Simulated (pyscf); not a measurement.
Optimised with ωB97X-D3(BJ)/def2-SVP in PySCF.

**Question.** For H₂N–Ga(Cl)–Cl (SMILES [NH2][Ga]([Cl])[Cl]) + H₂ (SMILES [H][H]) -> H₂N–GaH–Cl (SMILES [NH2][GaH][Cl]) + HCl (SMILES Cl), a four-centre exchange (singlet surface; Cl–Ga, H–H broken, Ga–H, Cl–H formed), PBE/def2-TZVP gives ΔE‡ = 29.6 kcal/mol and ΔE = +20.3 kcal/mol (zero: the separated reactants). In which direction and how far do B3LYP-D3(BJ)/def2-TZVP, PBE0-D3(BJ)/def2-TZVP, ωB97M-D3(BJ)/def2-TZVP move these?

**Answer.** B3LYP-D3(BJ): ΔE‡ = 34.5 kcal/mol, ΔE = +21.7 kcal/mol; PBE0-D3(BJ): ΔE‡ = 31.4 kcal/mol, ΔE = +21.5 kcal/mol; ωB97M-D3(BJ): ΔE‡ = 35.6 kcal/mol, ΔE = +20.7 kcal/mol. PBE's barrier lies under all of them, by 1.8 to 6.0 kcal/mol. Its reaction energy lies under all of them, by 0.3 to 1.3 kcal/mol. On the product side the descent ends in a complex, 6.2 kcal/mol under the separated species and 18.2 kcal/mol under the saddle at ωB97X-D3(BJ)/def2-TZVP. The same reactants have a lower exit, to NH₃ + Cl–GaH–Cl (barrier +22.7 kcal/mol at ωB97M-D3(BJ)/def2-TZVP, against +35.6 kcal/mol here). One saddle was located; it need not be the lowest between these sides. Elements up to Kr have no core potential and no relativistic terms here.
